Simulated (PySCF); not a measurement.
**Excitation energies in several basis sets**

Species: CH₃F.
Z-matrix (Å and degrees, PBE0-D3(BJ)/def2-SVP geometry), rows numbered from 1:
```
C 
F   1  1.3633
H   1  1.1027  2  110.05
H   1  1.1027  2  110.01  3   120.00
H   1  1.1027  2  110.03  3  -120.00
```

TDDFT with PBE0 (PySCF), vertical singlets, core orbitals frozen in the response, spherical d and f functions. Geometry: PBE0-D3(BJ)/def2-SVP; no solvent, vibrations or thermal averaging.

Problem. Compare 6-31G*, 6-31+G*, def2-SVP, def2-SVPD, aug-cc-pVDZ, def2-TZVP, def2-TZVPD and aug-cc-pVTZ for this molecule.

Solution. 

| basis | functions | diffuse | S1 (eV) | S2 (eV) | S3 (eV) | S4 (eV) | S5 (eV) | LUMO (eV) | α (au) |
| --- | --- | --- | --- | --- | --- | --- | --- | --- | --- |
| 6-31G* | 34 | no | 10.72 | 10.72 | 11.46 | 11.46 | 12.24 | 3.28 | 12.8 |
| 6-31+G* | 42 | yes | 9.08 | 9.08 | 9.29 | 9.29 | 10.24 | 0.63 | 14.2 |
| def2-SVP | 43 | no | 10.20 | 10.20 | 10.94 | 10.94 | 11.59 | 2.26 | 12.8 |
| def2-SVPD | 67 | yes | 9.31 | 9.31 | 9.98 | 9.98 | 11.29 | 0.87 | 16.8 |
| aug-cc-pVDZ | 73 | yes | 8.66 | 8.66 | 9.18 | 9.18 | 9.68 | 0.04 | 17.0 |
| def2-TZVP | 80 | no | 9.77 | 9.77 | 10.23 | 10.23 | 11.46 | 1.67 | 15.2 |
| def2-TZVPD | 104 | yes | 8.95 | 8.95 | 9.55 | 9.55 | 10.58 | 0.50 | 17.3 |
| aug-cc-pVTZ | 161 | yes | 8.67 | 8.67 | 9.17 | 9.17 | 9.62 | 0.00 | 17.3 |

States are compared by their number. Against the largest diffuse basis here (aug-cc-pVTZ, itself not a converged limit), sets without diffuse functions differ by up to 2.06 eV in S1 and 2.62 eV in S5; the smaller diffuse sets differ by up to 0.65 and 1.67 eV. State by state, the largest deviation of a set without diffuse functions is S1 2.06, S2 2.06, S3 2.29, S4 2.29, S5 2.62 eV. The same number needn't mean the same state in each row. Against aug-cc-pVTZ the polarisability deviates by -26% in 6-31G*, -18% in 6-31+G*, -26% in def2-SVP, -3% in def2-SVPD, -2% in aug-cc-pVDZ, -12% in def2-TZVP, 0% in def2-TZVPD. A single + in a Pople set puts diffuse functions on heavy atoms only.
